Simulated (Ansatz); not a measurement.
This was printed by a script on Ansatz 0.2.0, Python API, for a ladder of methods at one geometry of C4H5S (charge -1), SMILES C=C/C=C/[S-]. What did the script look like? Settings (for the species named): BLYP, def2-SVP basis, multiplicity 1. The script varies functional: blyp, pbe0, lda, r2scan0, r2scan.

```yaml
atoms:
  - { symbol: C, position_ang: [-1.6357, -0.7154, 0.6379] }
  - { symbol: C, position_ang: [-0.7515, -0.1316, -0.1794] }
  - { symbol: C, position_ang: [0.6281, 0.0964, 0.1825] }
  - { symbol: C, position_ang: [1.5215, 0.6818, -0.6327] }
  - { symbol: S, position_ang: [3.1898, 1.0209, -0.3468] }
  - { symbol: H, position_ang: [-2.6614, -0.8654, 0.3222] }
  - { symbol: H, position_ang: [-1.3531, -1.0515, 1.6300] }
  - { symbol: H, position_ang: [-1.0638, 0.1948, -1.1678] }
  - { symbol: H, position_ang: [0.9590, -0.2235, 1.1677] }
  - { symbol: H, position_ang: [1.1672, 0.9935, -1.6135] }
```

Running `python run_methods.py` prints:
```text
functional    E (Ha)        dipole (D)   HOMO (eV)  LUMO (eV)
blyp          -553.298249     3.125       1.353      3.890
pbe0          -553.054682     3.843       0.098      4.386
lda           -550.556256     3.137       1.006      3.487
r2scan0       -553.240019     3.969      -0.058      4.413
r2scan        -553.262902     3.597       0.797      3.684
```

One script that gives this output:

Script `run_methods.py`:
```python
"""One geometry of C4H5S(-), method by method."""

from dataclasses import dataclass
from pathlib import Path

import ansatz as az
from ase import Atoms
import numpy as np


@dataclass(frozen=True)
class Options:
    basis: str = "def2-SVP"
    charge: int = -1


settings = Options()

atoms = Atoms(["C", "C", "C", "C", "S", "H", "H", "H", "H", "H"], positions=[
    (-1.6357, -0.7154, 0.6379),
    (-0.7515, -0.1316, -0.1794),
    (0.6281, 0.0964, 0.1825),
    (1.5215, 0.6818, -0.6327),
    (3.1898, 1.0209, -0.3468),
    (-2.6614, -0.8654, 0.3222),
    (-1.3531, -1.0515, 1.63),
    (-1.0638, 0.1948, -1.1678),
    (0.959, -0.2235, 1.1677),
    (1.1672, 0.9935, -1.6135),
])
system = az.Crystal.molecule_from_ase(atoms)

base = system.calculation()
base = base.basis(gaussian=settings.basis)
base = base.charge(settings.charge)

print("functional    E (Ha)        dipole (D)   HOMO (eV)  LUMO (eV)")
for name in ["blyp", "pbe0", "lda", "r2scan0", "r2scan"]:
    rep = base.functional(name).forces().orbitals().run(threads=1, backend="cpu", runs_dir="runs").report
    lines = Path(rep["orbitals_path"]).read_text().splitlines()
    field_of = lambda key: [line.split("=")[1].strip() for line in lines if line.startswith(key)]
    orbitals = [(27.211386 * float(e), s, float(n)) for e, s, n in zip(field_of("Ene="), field_of("Spin="), field_of("Occup="))]
    homo = max(e for e, _, n in orbitals if n > 0.5)
    lumo = min(e for e, _, n in orbitals if n < 0.5)
    dipole = 4.803205 * np.linalg.norm(rep["charge_distribution"]["dipole_moment_e_ang"])
    print(f"{name:10s} {rep['free_energy_ev'] / 27.211386246:14.6f} {dipole:9.3f} {homo:11.3f} {lumo:10.3f}")
```

Reading the output:
- The settings weren't tested for convergence.
- The geometry is a force-field or estimated start, not a minimum of this method, and the basis set is short of its limit. A lower total doesn't mark the better method: functionals have no common bound, and MP2 and coupled cluster aren't variational.
- An ion's dipole depends on the origin; the program takes it about the centre of nuclear charge.
- Levels such as HOMO and LUMO are orbital energies: with these approximate functionals they aren't the ionisation energy and electron affinity, and their gap isn't the fundamental gap.
- Anions want diffuse functions, which this basis lacks.
- By the engine's processor time: 13 s on 1 thread of Intel(R) Xeon(R) Processor @ 2.30GHz (shared host), peak memory 0.32 GiB.
